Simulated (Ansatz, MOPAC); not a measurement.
System: C2H4NO, charge 0, multiplicity 2. SMILES: O=C(C)[NH]

Atoms: O1, C2, N3, C4, H5, H6, H7, H8. Bonds: O1-C2, C2-N3, C2-C4, N3-H8, C4-H5, C4-H6, C4-H7.

Bond lengths (Å) and angles (degrees) optimised at PM3 with MOPAC; HF/3-21G with Ansatz (an electronic-structure program); B3LYP/6-31G* with Ansatz, each started from the B3LYP-D3(BJ)/def2-TZVP structure (Ansatz) of the last column. A row stands for all coordinates that are equal there; 10 of 17 kinds are shown. 6-31G* holds six Cartesian d functions.

| coordinate | PM3 | HF/3-21G | B3LYP/6-31G* | B3LYP-D3(BJ)/def2-TZVP |
|---|---|---|---|---|
| O1-C2 | 1.218 | 1.287 | 1.239 | 1.231 |
| C2-N3 | 1.420 | 1.351 | 1.371 | 1.365 |
| C2-C4 | 1.502 | 1.504 | 1.506 | 1.498 |
| N3-H8 | 0.984 | 1.019 | 1.028 | 1.023 |
| C4-H5 | 1.098 | 1.080 | 1.092 | 1.088 |
| C4-H6 | 1.098 | 1.083 | 1.095 | 1.091 |
| C4-H7 | 1.099 | 1.083 | 1.096 | 1.092 |
| O1-C2-N3 | 117.5 | 121.0 | 118.4 | 117.8 |
| O1-C2-C4 | 125.4 | 121.6 | 123.5 | 123.8 |
| N3-C2-C4 | 116.9 | 117.4 | 117.6 | 117.9 |

Mean signed difference of all 7 bond lengths from B3LYP-D3(BJ)/def2-TZVP: PM3 0.005 Å, HF/3-21G 0.003 Å, B3LYP/6-31G* 0.006 Å.
